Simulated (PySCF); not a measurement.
A complex of fluoromethane and hydrogen sulfide

A gas-phase complex of fluoromethane and hydrogen sulfide; neutral, singlet. The structure comes from a short search (a few tight-binding starts) and was relaxed by PBE0-D3(BJ)/def2-SVPD; another way of binding may lie lower. No frequency run checks that it is a minimum.

Parts: 1 = fluoromethane (CF), atoms 1–5; 2 = hydrogen sulfide (S), atoms 6–8.

| atom | part | x (Å) | y (Å) | z (Å) |
| --- | --- | --- | --- | --- |
| C1 | 1 | -0.049 | -0.051 | 0.210 |
| F2 | 1 | 1.289 | 0.103 | 0.529 |
| H3 | 1 | -0.626 | -0.122 | 1.142 |
| H4 | 1 | -0.373 | 0.822 | -0.374 |
| H5 | 1 | -0.166 | -0.970 | -0.380 |
| S6 | 2 | 1.640 | 3.272 | -0.832 |
| H7 | 2 | 2.374 | 3.012 | -1.934 |
| H8 | 2 | 1.911 | 2.065 | -0.285 |

Contacts between parts, classed by geometry: H8···F2 2.214 Å (hydrogen bond, 152°).

Interaction energies are complex less parts, with the parts frozen as they stand in it; counterpoise-corrected, in kcal/mol (PySCF). The CCSD(T) estimate is Hartree-Fock/aug-cc-pVTZ, plus the MP2 correlation part extrapolated as X⁻³ from aug-cc-pVDZ and aug-cc-pVTZ, plus CCSD(T) less MP2 in aug-cc-pVDZ; noble-gas cores are frozen. It isn't the exact limit.

Task: How strongly do the parts interact, level by level?

Result: 
| level | interaction | superposition error removed |
| --- | --- | --- |
| Hartree-Fock/aug-cc-pVTZ | -0.28 | - |
| MP2/aug-cc-pVTZ | -2.18 | -0.45 |
| CCSD(T), estimated basis limit | -2.20 | - |

Task: What holds them together? Decompose the MP2/aug-cc-pVTZ energy: frozen parts, their antisymmetrised product, then relaxation.

Result: electrostatic -3.4, Pauli repulsion +3.9, orbital relaxation -0.9, correlation -2.3 kcal/mol, which sum to the value before the counterpoise correction, the first three by Hartree-Fock. Of the attraction, 52 % is electrostatic, 34 % is correlation, 14 % is orbital relaxation.

The orbital and correlation terms together hold the superposition error of 0.4 kcal/mol.
